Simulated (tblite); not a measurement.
Species: CH₃OS (doublet state).
Z-matrix (Å and degrees, GFN2-xTB geometry), rows numbered from 1:
```
O 
C   1  1.2518
S   2  1.9355  1  116.56
H   2  1.1135  1  117.00  3   116.95
H   2  1.1135  1  117.01  3  -116.89
H   3  1.3308  2   95.44  1    -0.08
```

Calculated harmonic vibrations of the isolated species, GFN2-xTB (tblite), most abundant isotopes, no scaling. Against measured fundamentals such values can be off by several per cent, at times by over 20. Modes of hydrogen on sulfur can be 10 to 20 % off. One conformer, not necessarily the lowest. Open shells enter through the occupations alone, without spin polarisation, and single modes of such species can be off by tens of per cent.

Harmonic wavenumbers (cm⁻¹): 231.5, 328.8, 495.4, 588.2, 733.2, 1064.4, 1088.0, 1300.9, 1411.5, 2454.7, 2617.1, 2695.7.

A = 42135, B = 5587, C = 5090 MHz; mass 62.990 u (most abundant isotopes); point group Cs, symmetry number 1; spin multiplicity 2.

Task: What is the zero-point energy?

Result: Half the sum of the wavenumbers: 7505 cm⁻¹ = 89.78 kJ/mol.

Task: Entropy at 200 K, 1 bar (ideal gas, RRHO, classical rotation)?

Result: Translation 152.23, rotation 91.71, vibration 9.92, spin (R ln 2) 5.76: S = 259.6 J/(mol K).

Task: And Cp and H(200 K) − H(0)?

Result: Cp = 52.33 J/(mol K), of which vibrations give 19.08 (their classical limit is 12 R = 99.8); H(200 K) − H(0) = 8.04 kJ/mol without the zero-point energy, 1.39 from vibrations.

Task: How do the functions run with temperature in this model?

Result: 
| T (K) | S (J/(mol K)) | Cp (J/(mol K)) | H − H(0) (kJ/mol) | G − H(0) (kJ/mol) | ln q(vib) |
| --- | --- | --- | --- | --- | --- |
| 100 | 228.5 | 39.0 | 3.47 | -19.38 | 0.05 |
| 300 | 283.1 | 64.2 | 13.88 | -71.06 | 0.83 |
| 500 | 320.5 | 82.5 | 28.67 | -131.59 | 1.96 |
| 800 | 363.4 | 100.0 | 56.27 | -234.48 | 3.67 |
| 1000 | 386.6 | 107.7 | 77.08 | -309.54 | 4.76 |

q(vib) and H(0) count from the zero-point level.

Task: What must be added to the electronic energy to get the Gibbs energy at 200 K and 1 bar?

Result: ZPE + [H(200 K) − H(0)] − T·S = 89.78 + 8.04 − 51.92 = 45.90 kJ/mol.

Task: Which modes carry the vibrational entropy at 200 K?

Result: 231.5 cm⁻¹: 4.97; 328.8 cm⁻¹: 2.86; 495.4 cm⁻¹: 1.10; 588.2 cm⁻¹: 0.64; 733.2 cm⁻¹: 0.27; 1064.4 cm⁻¹: 0.03 J/(mol K); the other 6 give 0.04 together.

Hindered rotation and anharmonicity are outside this model. Other conformers, if any are populated, would add a mixing term that is left out.
